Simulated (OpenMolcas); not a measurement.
# Worked example: vertical energy of the triplet above the singlet of NOF (nitrosyl fluoride)

NOF has 3 atoms, charge 0, and is taken as a singlet. SMILES: `O=NF`. Geometry: relaxed at GFN2-xTB.

```xyz
3

O     0.8812    0.2431    0.5119
N     0.1473   -0.4816    0.0291
F    -1.0285    0.2386   -0.5410
```

Both states at this one shape; open shells run unrestricted unless said. 1 Eh = 27.2114 eV.

| level | program | singlet NOF (Eh) | triplet NOF (Eh) |
| --- | --- | --- | --- |
| HF/STO-3G | OpenMolcas | -225.502022 | -225.471958 |
| HF/STO-3G, open shells restricted | OpenMolcas | -225.502022 | -225.451390 |
| B3LYP/STO-3G | OpenMolcas | -226.478450 | -226.395661 |
| M06-2X/STO-3G | OpenMolcas | -226.487979 | -226.408837 |

Problem. Work out the vertical gap, second state less first, at each level.

Solution. 
1. HF/STO-3G: -225.471958 − (-225.502022) = 0.030064 Eh = 0.82 eV.
2. HF/STO-3G, open shells restricted: -225.451390 − (-225.502022) = 0.050632 Eh = 1.38 eV.
3. B3LYP/STO-3G: -226.395661 − (-226.478450) = 0.082789 Eh = 2.25 eV.
4. M06-2X/STO-3G: -226.408837 − (-226.487979) = 0.079142 Eh = 2.15 eV.

No measured value is set beside it here; the levels span 0.82 to 2.25 eV. Hartree–Fock favours the state with fewer electron pairs, since it lacks pair correlation. Minimal sets are far from the basis-set limit. The reference of the second state is spin-contaminated at HF/STO-3G (⟨S²⟩ = 2.11).
